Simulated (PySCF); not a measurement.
Species: 1-chlorobicyclo[1.1.1.]pentane, C5H7Cl.
Atom-mapped SMILES: `[Cl:1][C@@:2]12[CH2:3][C@@H:4]([CH2:5]1)[CH2:6]2` (hydrogens: H7, H8 on C3; H9 on C4; H10, H11 on C5; H12, H13 on C6)

Structure used (PBE0-D3(BJ)/def2-TZVP), in Å, numbered top down from 1:
```xyz
13
C5H7Cl angstrom
Cl    -1.160    1.736    2.915
C     -0.387    0.950    1.547
C     -1.003   -0.142    0.662
C      0.419    0.132    0.122
C      0.126    1.642    0.276
C      0.914    0.136    1.587
H     -1.836    0.165    0.029
H     -1.170   -1.110    1.136
H      0.898   -0.354   -0.725
H     -0.634    2.065   -0.382
H      0.987    2.300    0.400
H      1.826    0.696    1.796
H      0.871   -0.814    2.122
```

Level: wB97X-D/pcSseg-2 in PySCF, non-relativistic, on one gas-phase PBE0-D3(BJ)/def2-TZVP geometry that isn't relaxed in the solvent. The solvent is an IEF-PCM continuum (Bondi radii, 1.10 Å for H, scaled by 1.2). The model holds no explicit solvent molecules, cavitation or dispersion.

Gas phase at wB97X-D/pcSseg-2: HOMO -10.06 eV, LUMO 2.29 eV, dipole 2.31 D.

Problem. What does the continuum do to the energy, the frontier levels and the dipole at wB97X-D/pcSseg-2 in chloroform?

Solution. 
```json
{"solvent": "chloroform", "ε": "4.711", "E(solvent) − E(gas) (kJ/mol)": "-8.14", "polarisation term (kJ/mol)": "-9.19", "distortion of the solute (kJ/mol)": "1.05", "HOMO (eV)": "-10.14", "LUMO (eV)": "2.51", "dipole (D)": "2.86"}
```

The first energy column is the sum of the next two and covers electrostatics alone.

Problem. Which radius a makes the point-dipole formula ΔE = −[(ε − 1)/(2ε + 1)]·μ²/a³ give the value in chloroform, with the gas-phase dipole?

Solution. μ = 0.909 au and |ΔE| = 0.00310 Eh give a = 2.41 Å; the farthest nucleus lies 2.61 Å from the centroid of the nuclei, so such a sphere wouldn't even hold the nuclei. The formula assumes a rigid point dipole at the centre of a sphere.

Problem. Give the dipole vector in the frame of the coordinates (D, pointing from negative to positive charge), gas and chloroform.

Solution. Gas (1.02, -1.03, -1.80), solvent (1.26, -1.28, -2.23). Its length changes by +24 % and its direction by less than 1°.

wB97X-D is run here without its empirical dispersion term; that term would change no orbital, density or response property at a fixed geometry.
